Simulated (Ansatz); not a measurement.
hcp Ru, treated with PBE-D4 in Ansatz (plane waves, PAW).

Numerical settings: plane-wave cutoff 520 eV, 24×24×14 k mesh (along the axes of the cell as run), Fermi–Dirac smearing 0.05 eV, no spin polarisation, scalar-relativistic PAW data made under PBE.

The volume scan:

```tsv
V (Å³/atom)	E − E_lowest (meV/atom)	P (GPa)
12.979	24.04	14.82
13.249	5.77	6.98
13.520	0.00	0.00
13.790	5.34	-6.21
14.060	20.56	-11.73
```

Task: Fit the third-order Birch–Murnaghan equation and give B0 and B′.

Result: V0 = 13.520 Å³/atom, B0 = 329 GPa, B′ = 4.8 (fit to the energies at full precision).

Shape and atoms are relaxed at each volume.

Measured, for comparison: bulk modulus 318 GPa (zero-point energy and finite temperature contributions removed, our sources range from 318 to 336; as tabulated in doi:10.1021/acs.jctc.3c00612). Computed (rounded) less measured: bulk modulus +3 % (inside the range of the sources held).

Note: the bulk modulus comes from volumes at which shape and atoms were relaxed.

Computed values are for the static lattice.

Ansatz is an electronic-structure program.
